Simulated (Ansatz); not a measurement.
**H3MgNO: up Jacob's ladder to CCSD(T)**

One table from this session's results is given with a row withheld; the runs are named, their logs left out.

Program: Ansatz 0.2.0, Gaussian basis. Level of theory: functionals in def2-TZVPP, the program's frozen cores in correlated methods. These are calculated values, not measurements.

Levels to be run: LDA (SPW92), PBE-D4, revPBE-D4, BLYP-D4, r2SCAN-D4, B97M-V, PBE0-D4, B3LYP-D4, r2SCANh-D4, r2SCAN0-D4, HSE06-D4, BHLYP-D4, CAM-B3LYP-D4, LC-ωPBE, ωB97X-V, ωB97M-V, B2PLYP, PBE-QIDH; CCSD(T)/def2-SVP; CCSD(T)/def2-TZVPP; MP2/def2-QZVPP; extrapolation to the limit; RPA on PBE.

### Structure used throughout

An earlier PBE0-D4 in a triple-zeta def2 set relaxation fixed the geometry.

SMILES `[NH2][Mg][OH]`, 6 atoms, charge 0, spin multiplicity 1.

Atoms are counted from 1 here; the program's logs count them from 0.

Bond lengths: N1–Mg2 1.882 Å, N1–H4 1.009 Å, N1–H5 1.009 Å, Mg2–O3 1.770 Å, O3–H6 0.948 Å. Angles: Mg2–N1–H4 126.4°, Mg2–N1–H5 126.4°, H4–N1–H5 107.2°, N1–Mg2–O3 177.6°, Mg2–O3–H6 156.3°.

The first run:

Input file in.yaml:

```yaml
crystal:
  periodic: [false, false, false]
  atoms:
    - {symbol: N, position_ang: [-1.071876, 0.333751, -0.957910]}
    - {symbol: Mg, position_ang: [0.299991, -0.141792, 0.238888]}
    - {symbol: O, position_ang: [1.586397, -0.657900, 1.340009]}
    - {symbol: H, position_ang: [-0.953787, 0.649035, -1.908668]}
    - {symbol: H, position_ang: [-2.063010, 0.307802, -0.772755]}
    - {symbol: H, position_ang: [2.244385, -0.554995, 2.014135]}
basis:
  gaussian: {orbitals: def2-TZVPP}
hamiltonian: {xc: lda}
output: {orbitals: {seedname: orbitals}}
```

Among the steps run: LDA; PBE-D4 (GGA); revPBE-D4 (GGA); BLYP-D4 (GGA); r2SCAN-D4 (meta-GGA); B97M-V (meta-GGA); PBE0-D4 (hybrid); B3LYP-D4 (hybrid); r2SCANh-D4 (hybrid); r2SCAN0-D4 (hybrid); HSE06-D4 (hybrid); BHLYP-D4 (hybrid); CAM-B3LYP-D4 (range-separated); LC-ωPBE-D4 (range-separated; the results give it without D4); ωB97X-V (range-separated); ωB97M-V (range-separated); B2PLYP (double hybrid); PBE-QIDH (double hybrid).

One table of the session follows, with a row left open; its other results are not shown here.

It belongs to the step «Frontier levels by functional». 

```
  functional  HOMO (eV)  gap (eV)
 LDA (SPW92)      -5.14      3.37
      PBE-D4      -4.95      3.34
   revPBE-D4      -4.87      3.37
     BLYP-D4      -4.85      3.21
   r2SCAN-D4      -5.18      4.09
      B97M-V      -5.20      3.63
     PBE0-D4      -6.30      5.41
    B3LYP-D4      -6.08      4.87
  r2SCANh-D4          ?         ?
  r2SCAN0-D4      -6.48      5.90
    HSE06-D4      -5.89      4.65
    BHLYP-D4      -7.59      7.22
CAM-B3LYP-D4      -7.78      7.57
     LC-ωPBE      -9.19     10.13
     ωB97X-V      -8.80      9.55
     ωB97M-V      -8.71      9.06
```

Estimate the missing values for r2SCANh-D4.

Worked estimate for «HOMO (eV)». Against the share of exact exchange, r2SCAN-D4 (0, -5.18), r2SCAN0-D4 (0.25, -6.48) give a slope of -5.20 per unit share; at 0.1 the line stands at -5.70.

The run gave: HOMO (eV): -5.70; gap (eV): 4.82. In «HOMO (eV)» the line misses by 0.00.
